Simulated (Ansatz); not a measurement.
System (SMILES): [CH2]F (CH2-F), doublet.
Atoms: C1, F2, H3, H4. Bonds: C1-F2, C1-H3, C1-H4.

Basis-set convergence of the harmonic zero-point energy at HF with Ansatz (a quantum-chemistry and plane-wave program). Each level at its own minimum, finite differences of forces, unscaled; the reference is a large set that could be run, not a limit. Cartesian d functions, on some or all atoms, in 6-31G*, 6-31+G*; all else is spherical. The program fits the integrals of some runs and decomposes those of others, by size. Open shells are unrestricted. No added dispersion term, no relativity. Reference: the value in aug-pcseg-2, 16.58 kcal/mol, itself unsure by roughly 0.03 kcal/mol (its mean distance from aug-cc-pVTZ, def2-TZVPPD). Deviations are taken from unrounded values.

```tsv
basis	functions	harmonic zero-point energy (kcal/mol)
6-31G*	34	16.87
6-31+G*	42	16.80
cc-pVDZ	38	16.58
aug-cc-pVDZ	64	16.48
def2-SVP	38	16.69
def2-SVPD	59	16.56
pcseg-1	38	16.78
aug-pcseg-1	64	16.65
6-311G**	48	16.59
6-311+G**	56	16.54
def2-TZVP	74	16.58
def2-TZVPD	95	16.56
cc-pVTZ	88	16.56
aug-cc-pVTZ	138	16.55
pcseg-2	88	16.60
aug-pcseg-2	138	16.58
def2-TZVPP	90	16.57
def2-TZVPPD	111	16.56
```

What the diffuse functions change, pair by pair:
- 6-31G* to 6-31+G*: 8 more functions, deviation 0.29 to 0.22 kcal/mol
- cc-pVDZ to aug-cc-pVDZ: 26 more functions, deviation 0.00 to -0.10 kcal/mol
- def2-SVP to def2-SVPD: 21 more functions, deviation 0.11 to -0.02 kcal/mol
- pcseg-1 to aug-pcseg-1: 26 more functions, deviation 0.20 to 0.07 kcal/mol
- 6-311G** to 6-311+G**: 8 more functions, deviation 0.01 to -0.04 kcal/mol
- def2-TZVP to def2-TZVPD: 21 more functions, deviation 0.00 to -0.02 kcal/mol
- cc-pVTZ to aug-cc-pVTZ: 50 more functions, deviation -0.02 to -0.03 kcal/mol
- pcseg-2 to aug-pcseg-2: 50 more functions, deviation 0.02 to 0.00 kcal/mol
- def2-TZVPP to def2-TZVPPD: 21 more functions, deviation -0.01 to -0.02 kcal/mol

Leaving out the reference's own pair, they bring the value nearer the reference by more than 0.03 kcal/mol in 3 of 8 pairs.
